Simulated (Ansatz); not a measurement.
1T (CdI2-type) PbI2 was calculated with PBE (Ansatz, an electronic-structure program, PAW).

Total energies, extrapolated to zero smearing (they compare only within this program, potentials and cutoff):

```
system                        energy (eV/atom)
----------------------------  ----------------
1T (CdI2-type) PbI2, relaxed        -8978.0847
fcc Pb                             -11906.4156
solid iodine                        -7512.9093
```

**Question.** Work out the enthalpy of formation per atom.

**Answer.** ΔH_f ≈ ΔE = -8978.0847 − [1 × (-11906.4156) + 2 × (-7512.9093)]/3 = -0.673 eV/atom (0 K, no vibrations). The reference value is -0.606 eV/atom (measured, 298 K, copied from a table, unchecked, no zero-point or thermal correction; as tabulated in NASA TM-4513), a difference of -0.067 eV/atom.

Spin–orbit coupling, which matters for such heavy atoms, is left out.

The PAW data were made under PBE.

Note: an element that serves as reference relaxed to a cell well above its measured volume. Note: the cell comes from a level without a dispersion term, which matters for the spacing of layers, chains or molecules.
